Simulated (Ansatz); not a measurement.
We consider Cs2SnBr6 (Fm-3m, No. 225; cell taken from a computed entry), described by HSE06+SOC in Ansatz (plane waves, PAW).

Numerical settings: plane-wave cutoff 460 eV, 4×4×4 k mesh, Fermi–Dirac smearing 0.01 eV, PAW data made under PBE.

Cell (relaxed with PBEsol):

Cs2SnBr6 is taken in the cubic space group Fm-3m (No. 225), Pearson symbol cF36. Cell: a = b = c = 10.8084 Å, α = β = γ = 90.00°. Cs on 8c sees 12 Br at 3.822 Å (cuboctahedral). Sn on 4a sees 6 Br at 2.622 Å (octahedral). Br on 24e is surrounded by 1 Sn at 2.622 Å and 4 Cs at 3.822 Å (square pyramidal). (Neighbours: up to the widest gap in distance over summed covalent radii, below 1.35, at either atom; cation-cation and far metal-metal contacts left out.)
(The calculation used a cell of 9 atoms; values per cell refer to that cell.)

Predict the band gap.


- band gap = 2.29 eV (on the SCF k mesh) (direct)

Note: cell and atoms aren't relaxed at this level (pressure 0.8 GPa).

Static lattice: no zero-point or thermal effects.

It cost around 50 core-minutes (rough) of CPU time.

Ansatz is a quantum-chemistry and plane-wave program.
